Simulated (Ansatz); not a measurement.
## Ansatz (development build ahead of 0.2.0) run

```yaml
crystal:
  periodic: [false, false, false]
  atoms:
    - { symbol: C, position_ang: [-0.01908, -0.0155, -0.6165] }
    - { symbol: C, position_ang: [0.00374, 0.00451, 0.72173] }
    - { symbol: H, position_ang: [0.0193, 0.73337, 1.52784] }
    - { symbol: H, position_ang: [-0.01835, -1.01662, -1.20006] }
    - { symbol: H, position_ang: [-0.03376, 0.85893, -1.20284] }
basis:
  gaussian: { orbitals: def2-TZVP }
magnetization:
  spin_polarized: true
  initial_magnetization: 1
hamiltonian:
  xc: hf
```

The input is written out in the form of the current development build from the run's settings.

Results

| Item | Value |
| --- | --- |
| Converged | yes |
| Total energy | -77.41638 hartree |
| Spin squared of the determinant | 1.010 |

Caution: the unrestricted determinant is spin contaminated.
